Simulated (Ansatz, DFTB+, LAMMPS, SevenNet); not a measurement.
How well does each level of theory give the equilibrium volume per atom of hcp Re?

Reference value: 14.62 Å³/atom (measured, copied from a table, unchecked, extrapolated to 0 K and zero-point effects removed; as tabulated in Lejaeghere et al. (2013), arXiv:1204.2733).

| level (code) | value (Å³/atom) | error (%) |
|---|---|---|
| Lennard-Jones uff-vdw (LAMMPS) | 16.72 | +14.4 |
| GFN1-xTB (DFTB+) | 17.23 | +17.9 |
| SevenNet-l3i5 (SevenNet) | 15.09 | +3.2 |
| LDA (Ansatz) | 14.33 | -2.0 |
| PBE (Ansatz) | 14.95 | +2.3 |
| PBE-D4 (Ansatz) | 14.68 | +0.4 |
| r²SCAN-D4 (Ansatz) | 14.63 | +0.1 |

Leaving aside Lennard-Jones uff-vdw, which can be fitted to such values or carry a doubt: Nearest, and too close to rank with a margin of 1.0 % (twice that across the reference) picked here for doubts on the reference and the settings: r²SCAN-D4 (+0.1 %), PBE-D4 (+0.4 %), LDA (-2.0 %). GFN1-xTB (+17.9 %) misses by most. Within 4 %: SevenNet-l3i5, LDA, PBE, PBE-D4, r²SCAN-D4.

Density-functional levels without +SOC have no spin–orbit coupling. Lennard-Jones uff-vdw: this is a force field's van der Waals term alone, without bonds or charges. GFN1-xTB: the method was fitted mainly to molecules. Cutoffs and k meshes differ between the levels. Ansatz's density-functional and Hartree–Fock values are scalar-relativistic unless marked +SOC, with PAW data made under PBE.

Machine-learned potentials (SevenNet-l3i5) are trained on DFT data, which may include these solids.

Differences are worked out from the printed values.

Ansatz is a quantum-chemistry and plane-wave program.
